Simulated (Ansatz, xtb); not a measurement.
# A geometry optimisation of HNPSi with r2SCAN-D4/def2-SVP

The starting geometry of this gas-phase doublet was built from a drawn formula by distance geometry and a force field; its bonds are those of `N1=[Si]P1`.

```xyz
4

N    -1.1246   -3.5031    3.1042
P    -2.2994   -3.8368    1.8967
Si   -2.3015   -2.4549    3.7354
H    -1.9462   -2.8507    0.9435
```

**Question.** Where would you expect an optimisation with r2SCAN-D4/def2-SVP to take it?

**Answer.** A bond breaks, leaving `[Si]#[N+][PH-]`. Contacts that open: P2–Si3 (2.30 → 3.25 Å).

The energy falls by 1.25 eV over 15 steps:

```tsv
step	E − E(last) (eV)
1	1.255
3	1.009
4	0.986
6	0.948
7	0.932
9	0.529
10	0.345
12	0.005
13	0.000
15	0.000
```

Final geometry (Å):

```xyz
4

N    -1.9488   -3.1510    2.9892
P    -2.1067   -4.0355    1.6051
Si   -1.8465   -2.4582    4.4307
H    -1.7696   -3.0007    0.6547
```

From the same start GFN2-xTB reaches the same bonding as this run.

No frequencies were run, so the end isn't proven a minimum. Open shells are spin-unrestricted. Run with Ansatz 0.2.0, 2.2 min on 1 thread of AMD EPYC (Zen 3) (shared host).
